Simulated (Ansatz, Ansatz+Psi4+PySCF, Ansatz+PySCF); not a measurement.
```xyz
8

C     1.0012   -0.5775   -0.0011
C    -0.0078    0.5949   -0.0001
O    -1.2592    0.0010    0.0100
H     0.1384    1.2054    0.9017
H     0.1493    1.2134   -0.8923
H     2.0215   -0.1573    0.0069
H     0.8651   -1.1815    0.8807
H     0.8681   -1.1933   -0.8956
```

Basis set: cc-pVTZ (spherical functions). Correlated methods keep 3 orbitals frozen. Correlation on ROHF uses semicanonical orbitals with singles. Charge 0, multiplicity 2.

Computed with Ansatz (development build ahead of 0.2.0); each method stands on the lowest determinant of its kind that the runs found.

Problem. Give the atomization energy at this shape (free ground-state atoms in the same class of orbitals less the molecule, no zero-point energy) of doublet C2H5O by ROHF-MP2, UHF, ROHF.

Solution.

| method | atomization energy |
| --- | --- |
| ROHF-MP2 | 29.63 eV |
| UHF | 22.42 eV |
| ROHF | 22.69 eV |
